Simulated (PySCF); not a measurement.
**MgAl−: bond curves at several levels of theory**

An exercise on one series of results from a longer session: the logs are not shown, and one member is left open.

The runs use PySCF 2.14.0; Mg aug-cc-pVDZ-DK, Al aug-cc-pVDZ-DK, spin-free X2C with a Gaussian nucleus.

3 further runs of the same task are left out: 3 set aside as unsound or not needed.

Set-up of the first run:

The job is set up so:

| Quantity | Value |
| --- | --- |
| atoms | Mg, Al |
| charge | -1 |
| basis | Mg aug-cc-pVDZ-DK, Al aug-cc-pVDZ-DK |
| Hamiltonian | spin-free X2C with a Gaussian nucleus |
| basis functions | 54 |
| electrons treated | 26 |
| masses in u | 23.9850, 26.9815 |
| levels | PBE0, PBE, r²SCAN, M06-2X, revPBE, BP86, CAM-B3LYP, HF, MP2, SCS-MP2, CCSD, CCSD(T) |
| grid | 80 radial by 434 angular points |
| occupations | held fixed by the projection of orbital angular momentum |
| dissociation limit | Mg + Al−, each in its ground configuration |
| starting distance in angstrom | 2.650 |
| values of 2S to try | 0, 2 |

Run with:

```sh
$ OMP_NUM_THREADS=1 python dia.py task.json out
```

Among the steps run: The job; The PBE0 curve of the state that the search chose; PBE (GGA); r²SCAN (meta-GGA); M06-2X (hybrid meta-GGA); revPBE; BP86; CAM-B3LYP (range-separated hybrid); ROHF (mean field); Correlated methods on the Hartree–Fock reference.

One table of the session follows, with a row left open; its other results are not shown here.

Energy (eV) from each level's lowest point:

```
R (Å)   ROHF  ROHF-MP2  ROHF-SCS-MP2  ROHF-CCSD  ROHF-CCSD(T)
2.370  0.553     0.348         0.366        n/a           n/a
2.480  0.327     0.155         0.170      0.200         0.179
2.591  0.179     0.050         0.060      0.079         0.063
2.673      ?         ?             ?          ?             ?
2.756  0.057     0.000         0.000      0.005         0.000
2.839  0.026     0.007         0.001      0.000         0.002
2.949  0.005     0.036         0.022      0.014         0.025
3.087  0.000     0.092         0.066      0.052         0.076
3.252  0.011     0.169         0.130      0.113         0.152
3.473  0.040     0.270         0.216        n/a           n/a
```

Estimate the missing values for R (Å) = 2.673.

Worked estimate for «ROHF». A straight line through the neighbours (2.591, 0.179) and (2.756, 0.057) gives 0.179 + (0.057 − 0.179) × (2.673 − 2.591) / (2.756 − 2.591) = 0.118; a parabola fitted to 4 rows on both sides gives 0.105.

The run gave: ROHF: 0.107; ROHF-MP2: 0.012; ROHF-SCS-MP2: 0.017; ROHF-CCSD: 0.029; ROHF-CCSD(T): 0.018. In «ROHF» the line misses by +0.011 and the parabola by -0.002.
